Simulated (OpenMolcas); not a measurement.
**C4H10O2 (1,1-dimethoxyethane) at HF/6-31G(d) (RICD fitting, Cartesian functions)**

Wanted: the energy of C4H10O2 (1,1-dimethoxyethane). 

The results are computed with OpenMolcas 26.06.

## Step 1: The system as given

C4H10O2 has 16 atoms, charge 0, and is taken as a singlet. As SMILES, `COC(C)OC`. The coordinates come from a GFN2-xTB relaxation. This is one conformer, not always the lowest.

Bond lengths: C1–O2 1.412 Å, O2–C3 1.390 Å, C3–C4 1.526 Å, C3–O5 1.415 Å, O5–C6 1.402 Å, C1–H7 1.087 Å, C1–H8 1.097 Å, C1–H9 1.093 Å, C3–H10 1.115 Å, C4–H11 1.085 Å, C4–H12 1.086 Å, C4–H13 1.086 Å, C6–H14 1.098 Å, C6–H15 1.088 Å, C6–H16 1.096 Å. Some angles: C1–O2–C3 114.4°, O2–C3–C4 107.3°, O2–C3–O5 108.7°, C4–C3–O5 112.5°, C3–O5–C6 115.2°, O2–C1–H7 106.1°, O2–C1–H8 110.7°, O2–C1–H9 111.1°, O2–C3–H10 110.0°, C4–C3–H10 110.1°.

## Step 2: The energy at HF/6-31G(d) (RICD fitting, Cartesian functions)

step1.input reads:

```
* C4H10O2 Hartree-Fock
>>> EXPORT MOLCAS_PRINT=2

&GATEWAY
 Coord
 16
 bohr
 C     -2.38067697    -2.62823109     2.45010551
 O     -0.68101950    -2.78487049     0.39997943
 C      0.60064945    -0.55125201    -0.11805119
 C      2.49867147    -1.11539195    -2.21560939
 O     -1.17985051     1.31422893    -0.82210645
 C     -0.34929698     3.81762472    -0.56878867
 H     -3.20455977    -4.49996703     2.65223062
 H     -1.38369526    -2.10969025     4.19301881
 H     -3.86724893    -1.24298626     2.08102310
 H      1.60808134     0.11960077     1.60706089
 H      3.73831291    -2.63280423    -1.61006556
 H      1.47234232    -1.70819903    -3.89043586
 H      3.61737044     0.55142208    -2.64285757
 H      0.34033968     4.19024091     1.35234471
 H     -1.98423133     5.00448611    -0.95179836
 H      1.15483053     4.27578882    -1.91605001
 Basis = 6-31G*
 Group = NoSym
 RICD

&SEWARD

&SCF
 PrOrbitals = 0
```

The run is started by

```sh
export MOLCAS_MEM=1860
pymolcas step1.input > step1.log
```

Standard output:

```text
--- Start Module: gateway ---

                                              &GATEWAY

                       available to each process: 1.9 GB of memory, 1 thread

++    Symmetry information:
      ---------------------

                    Character Table for C1

                             E
                    a        1  x, y, xy, Rz, z, xz, Ry, yz, Rx, I
--

++    Basis set information:
      ----------------------

      Basis set label: C.6-31G**....

      Electronic valence basis set:
      ------------------
      Associated Effective Charge   6.000000 au
      Associated Actual Charge      6.000000 au
      Nuclear Model: Point charge

      Shell  nPrim  nBasis  Cartesian Spherical Contaminant
         s      10       3        X
         p       4       2        X
         d       1       1        X

      Basis set label: O.6-31G**....

      Electronic valence basis set:
      ------------------
      Associated Effective Charge   8.000000 au
      Associated Actual Charge      8.000000 au
      Nuclear Model: Point charge

      Shell  nPrim  nBasis  Cartesian Spherical Contaminant
         s      10       3        X
         p       4       2        X
         d       1       1        X

      Basis set label: C.6-31G**....

      Electronic valence basis set:
      ------------------
      Associated Effective Charge   6.000000 au
      Associated Actual Charge      6.000000 au
      Nuclear Model: Point charge

      Shell  nPrim  nBasis  Cartesian Spherical Contaminant
         s      10       3        X
         p       4       2        X
         d       1       1        X

      Basis set label: O.6-31G**....

      Electronic valence basis set:
      ------------------
      Associated Effective Charge   8.000000 au
      Associated Actual Charge      8.000000 au
      Nuclear Model: Point charge

      Shell  nPrim  nBasis  Cartesian Spherical Contaminant
         s      10       3        X
         p       4       2        X
         d       1       1        X

      Basis set label: C.6-31G**....

      Electronic valence basis set:
      ------------------
      Associated Effective Charge   6.000000 au
      Associated Actual Charge      6.000000 au
      Nuclear Model: Point charge

      Shell  nPrim  nBasis  Cartesian Spherical Contaminant
         s      10       3        X
         p       4       2        X
         d       1       1        X

      Basis set label: H.6-31G....

      Electronic valence basis set:
      ------------------
      Associated Effective Charge   1.000000 au
      Associated Actual Charge      1.000000 au
      Nuclear Model: Point charge

      Shell  nPrim  nBasis  Cartesian Spherical Contaminant
         s       4       2        X
--

++    Molecular structure info:
      -------------------------

                    ************************************************
                    **** Cartesian Coordinates / bohr, angstrom ****
                    ************************************************

     Center  Label                x              y              z                     x              y              z
        1      C1              -2.380677      -2.628231       2.450106             -1.259800      -1.390800       1.296540
        2      O2              -0.681019      -2.784870       0.399979             -0.360380      -1.473690       0.211660
        3      C3               0.600649      -0.551252      -0.118051              0.317850      -0.291710      -0.062470
        4      C4               2.498671      -1.115392      -2.215609              1.322240      -0.590240      -1.172450
        5      O5              -1.179851       1.314229      -0.822106             -0.624350       0.695460      -0.435040
        6      C6              -0.349297       3.817625      -0.568789             -0.184840       2.020200      -0.300990
        7      H7              -3.204560      -4.499967       2.652231             -1.695780      -2.381280       1.403500
        8      H8              -1.383695      -2.109690       4.193019             -0.732220      -1.116400       2.218850
        9      H9              -3.867249      -1.242986       2.081023             -2.046460      -0.657760       1.101230
       10      H10              1.608081       0.119601       1.607061              0.850960       0.063290       0.850420
       11      H11              3.738313      -2.632804      -1.610066              1.978230      -1.393220      -0.852010
       12      H12              1.472342      -1.708199      -3.890436              0.779130      -0.903940      -2.058730
       13      H13              3.617370       0.551422      -2.642858              1.914230       0.291800      -1.398540
       14      H14              0.340340       4.190241       1.352345              0.180100       2.217380       0.715630
       15      H15             -1.984231       5.004486      -0.951798             -1.050010       2.648260      -0.503670
       16      H16              1.154831       4.275789      -1.916050              0.611110       2.262650      -1.013930

                    *************************************************
                    **** InterNuclear Distances / bohr, angstrom ****
                    *************************************************

     Atom centers         bohr        angstrom
   11 H11       4 C4      2.050837        1.085256
   12 H12       4 C4      2.051783        1.085757
   13 H13       4 C4      2.052388        1.086077
    7 H7        1 C1      2.055002        1.087460
   15 H15       6 C6      2.056294        1.088144
    9 H9        1 C1      2.065193        1.092853
   16 H16       6 C6      2.070610        1.095720
    8 H8        1 C1      2.073790        1.097402
   14 H14       6 C6      2.074896        1.097988
   10 H10       3 C3      2.107362        1.115168
    3 C3        2 O2      2.626801        1.390043
    6 C6        5 O5      2.649713        1.402168
    2 O2        1 C1      2.667656        1.411663
    5 O5        3 C3      2.673180        1.414586
    4 C4        3 C3      2.884526        1.526426
   12 H12      11 H11     3.345087        1.770144
   13 H13      11 H11     3.349714        1.772592
   13 H13      12 H12     3.356112        1.775978
   16 H16      15 H15     3.363702        1.779994
   16 H16      14 H14     3.369439        1.783030
    9 H9        7 H7      3.372441        1.784619
   15 H15      14 H14     3.372788        1.784803
    9 H9        8 H8      3.373387        1.785120
    8 H8        7 H7      3.376833        1.786943
   15 H15       5 O5      3.779133        1.999831
    7 H7        2 O2      3.792420        2.006862
   10 H10       5 O5      3.885943        2.056353
   10 H10       2 O2      3.890113        2.058559
   14 H14       5 O5      3.912884        2.070609
    8 H8        2 O2      3.916219        2.072374
    9 H9        2 O2      3.918593        2.073630
   16 H16       5 O5      3.926612        2.077874
   12 H12       3 C3      4.040948        2.138378
   11 H11       3 C3      4.050173        2.143259
   13 H13       3 C3      4.085480        2.161943
   10 H10       4 C4      4.114750        2.177432
   14 H14      10 H10     4.271084        2.260160
    5 O5        2 O2      4.306384        2.278840
    4 C4        2 O2      4.442848        2.351054
    3 C3        1 C1      4.449447        2.354546
    6 C6        3 C3      4.493623        2.377923
   16 H16      13 H13     4.523633        2.393804
   10 H10       8 H8      4.539564        2.402234
    5 O5        4 C4      4.623465        2.446633
    9 H9        5 O5      4.710586        2.492735
   10 H10       6 C6      4.716040        2.495621
   13 H13      10 H10     4.720754        2.498115
   11 H11      10 H10     4.739570        2.508072
   11 H11       2 O2      4.857356        2.570402
   10 H10       1 C1      4.916452        2.601674
   12 H12       2 O2      4.919741        2.603415
   14 H14       3 C3      4.971074        2.630579
    8 H8        3 C3      4.995165        2.643328
    9 H9        3 C3      5.027578        2.660480
   12 H12       5 O5      5.058047        2.676603
   16 H16       3 C3      5.180757        2.741538
   13 H13       5 O5      5.187517        2.745116
    5 O5        1 C1      5.262352        2.784717
   16 H16      10 H10     5.467325        2.893184
   13 H13       6 C6      5.541145        2.932248
   16 H16       4 C4      5.564214        2.944455
   10 H10       9 H9      5.662201        2.996308
--

            Nuclear Potential Energy            268.74030399 au

--- Stop Module: gateway /rc=_RC_ALL_IS_WELL_ ---

--- Start Module: seward ---

                                              &SEWARD

                       available to each process: 1.9 GB of memory, 1 thread

               SEWARD will generate:
                  Multipole Moment integrals up to order  2
                  Kinetic Energy integrals
                  Nuclear Attraction integrals (point charge)
                  One-Electron Hamiltonian integrals
                  Velocity integrals
                  Orbital angular momentum around ( -0.2646  -0.3030  -0.1254 )
                  Velocity quadrupole around ( -0.2646  -0.3030  -0.1254 )
                  RI decomposed two-electron repulsion integrals stored Cholesky style
                   - acCD auxiliary basis
                   - CD Threshold:   1.00E-04

                   Integrals are discarded if absolute value <: 1.00E-14
                   Integral cutoff threshold is set to       <: 1.00E-16

            Nuclear Potential Energy            268.74030399 au

      Basis set specifications :
      Symmetry species         a
      Basis functions          110

--- Stop Module: seward /rc=_RC_ALL_IS_WELL_ ---

--- Start Module: scf ---

                                                &SCF

                       available to each process: 1.9 GB of memory, 1 thread

++    Input section:
      --------------

      Header of the integral files:

      Cartesian coordinates in angstrom:
      -----------------------------------------------------
      No.  Label        X            Y            Z
      -----------------------------------------------------
       1   C1        -1.25980000  -1.39080000   1.29654000
       2   O2        -0.36038000  -1.47369000   0.21166000
       3   C3         0.31785000  -0.29171000  -0.06247000
       4   C4         1.32224000  -0.59024000  -1.17245000
       5   O5        -0.62435000   0.69546000  -0.43504000
       6   C6        -0.18484000   2.02020000  -0.30099000
       7   H7        -1.69578000  -2.38128000   1.40350000
       8   H8        -0.73222000  -1.11640000   2.21885000
       9   H9        -2.04646000  -0.65776000   1.10123000
      10   H10        0.85096000   0.06329000   0.85042000
      11   H11        1.97823000  -1.39322000  -0.85201000
      12   H12        0.77913000  -0.90394000  -2.05873000
      13   H13        1.91423000   0.29180000  -1.39854000
      14   H14        0.18010000   2.21738000   0.71563000
      15   H15       -1.05001000   2.64826000  -0.50367000
      16   H16        0.61111000   2.26265000  -1.01393000
      -----------------------------------------------------
      Nuclear repulsion energy =  268.74030399
--

++    Orbital specifications:
      -----------------------

      Symmetry species               1
                                     a
      Frozen orbitals                0
      Occupied orbitals             25
      Secondary orbitals            85
      Deleted orbitals               0
      Total number of orbitals     110
      Number of basis functions    110
--

      Molecular charge                           0.000

++    Optimization specifications:
      ----------------------------

      SCF Algorithm: LK-RI/DF
      LK screening threshold:                     4.50E-02
      Local-Exchange (LK) algorithm.
       - the density matrix is decomposed
      The actual AO density is used
      Number of density matrices in core                 5
      Maximum number of NDDO SCF iterations            400
      Maximum number of HF SCF iterations              400
      Threshold for SCF energy change             1.00E-09
      Threshold for density matrix                1.00E-04
      Threshold for Fock matrix                   1.50E-04
      Threshold for linear dependence             1.00E-09
      Threshold at which DIIS is turned on        1.50E-01
      Maximum depth in the DIIS procedure                5
      Maximum depth in the BFGS Hessian update          30
      Threshold at which QNR/C2DIIS is turned on  7.50E-02
      Threshold for Norm(delta) (QNR/C2DIIS)      1.00E-03
      All orbitals punched on: SCFORB
--

      Input vectors read from INPORB
      Orbital file label: *Guess orbitals

++ Convergence information
                                   SCF        iterations: Energy and convergence statistics

Iter     Tot. SCF        One-elec.       Two-elec.     Energy      Max Dij or  Max Fij      DNorm      TNorm      AccCon     Time
         Energy          Energy          Energy        Change      Delta Norm                                                in Sec.
   1  -306.270140332  -945.809008134   370.798563812   0.00E+00    1.74E-01*   1.07E-01*    7.68E+00   2.95E+02   None         0.
   2  -306.877148328  -953.076030655   377.458578336  -6.07E-01*   7.32E-02*   5.71E-02*    7.88E+00   2.97E+02   EDIIS        0.
   3  -306.959224505  -951.550570331   375.851041835  -8.21E-02*   1.39E-02*   1.54E-02*    7.86E+00   2.97E+02   c2DIIS       0.
   4  -306.989040035  -951.457631820   375.728287794  -2.98E-02*   1.49E-02*   3.73E-03*    7.89E+00   2.97E+02   QNRc2DIIS    0.
   5  -306.989555755  -951.774103470   376.044243724  -5.16E-04*   6.17E-03*   2.38E-03*    7.90E+00   2.97E+02   QNRc2DIIS    0.
   6  -306.989672304  -951.682514009   375.952537714  -1.17E-04*   1.30E-03*   1.68E-04*    7.91E+00   2.97E+02   QNRc2DIIS    0.
   7  -306.989675185  -951.660268065   375.930288889  -2.88E-06*   3.51E-04    7.49E-05     7.91E+00   2.97E+02   QNRc2DIIS    0.
   8  -306.989675583  -951.665799003   375.935819430  -3.97E-07*   1.28E-04    1.38E-05     7.91E+00   2.97E+02   QNRc2DIIS    0.
   9  -306.989675612  -951.666904798   375.936925194  -2.97E-08*   2.57E-05    3.62E-06     7.91E+00   2.97E+02   QNRc2DIIS    0.
  10  -306.989675613  -951.666921835   375.936942231  -1.01E-09*   6.88E-06    2.10E-06     7.91E+00   2.97E+02   QNRc2DIIS    0.
  11  -306.989675613  -951.666903548   375.936923944  -1.02E-10    2.03E-06    5.16E-07     7.91E+00   2.97E+02   QNRc2DIIS    0.

       Convergence after  11 Iterations
--

 *****************************************************************************************************************************
 *                                             SCF/KS-DFT Program, Final results                                             *
 *                                                       Final Results                                                       *
 *****************************************************************************************************************************

::    Total SCF energy                               -306.9896756135
      One-electron energy                            -951.6669035478
      Two-electron energy                             375.9369239436
      Nuclear repulsion energy                        268.7403039907
      Kinetic energy (interpolated)                   306.3783437009
      Virial theorem                                    1.0019953496
      Total spin, S(S+1)                                0.0000000000
      Total spin, S                                     0.0000000000
      Max non-diagonal density matrix element           0.0000006003
      Max non-diagonal Fock matrix element              0.0000002191

      No orbitals printed

++    Molecular charges:
      ------------------

      Mulliken charges per centre
      ---------------------------

                C1      O2      C3      C4      O5      C6      H7      H8      H9      H10     H11     H12
      Total    6.1699  8.6212  5.5078  6.4974  8.6321  6.1686  0.8242  0.8640  0.8240  0.8813  0.8250  0.8124

      N-E     -0.1699 -0.6212  0.4922 -0.4974 -0.6321 -0.1686  0.1758  0.1360  0.1760  0.1187  0.1750  0.1876

                H13     H14     H15     H16
      Total    0.8440  0.8575  0.8183  0.8523

      N-E      0.1560  0.1425  0.1817  0.1477

      Total electronic charge=   50.000000

      Total            charge=   -0.000000
--

++    Molecular properties:
      ---------------------

      Charge (e):
                      =   -0.0000
      Dipole Moment (debye):
      Origin of the operator (angstrom)=   -0.1400   -0.1603   -0.0664
                   X=  8.9871E-01               Y=  1.5718E+00               Z=  1.1819E+00           Total=  2.1622E+00
      Quadrupole Moment (debye*angstrom):
      Origin of the operator (angstrom)=   -0.1400   -0.1603   -0.0664
                  XX= -3.7154E+01              XY=  1.3195E+00              XZ= -2.0684E+00              YY= -3.6663E+01
                  YZ= -1.0847E+00              ZZ= -3.6945E+01
      In traceless form (debye*angstrom)
                  XX= -3.5060E-01              XY=  1.9792E+00              XZ= -3.1026E+00              YY=  3.8649E-01
                  YZ= -1.6271E+00              ZZ= -3.5891E-02
--

--- Stop Module: scf /rc=_RC_ALL_IS_WELL_ ---
--- Module scf spent 2 seconds ---

.##################.
.# Happy landing! #.
.##################.

    Timing: Wall=3.52 User=3.29 System=0.22
```

It took 3.9 s on 1 thread of Arm Neoverse V2, shared host; peak memory 0.081 GiB.

## Step 3: What came out

At HF/6-31G* (RICD fitting, Cartesian functions):

| quantity | value |
| --- | --- |
| total energy | -306.98968 Eh |
| dipole moment | 2.16 D |
| HOMO energy | -11.33 eV |
| LUMO energy | 6.23 eV |
| HOMO–LUMO gap | 17.56 eV |

In words: Mulliken charges run from -0.63 on O5 to +0.49 on C3; they depend strongly on the basis.
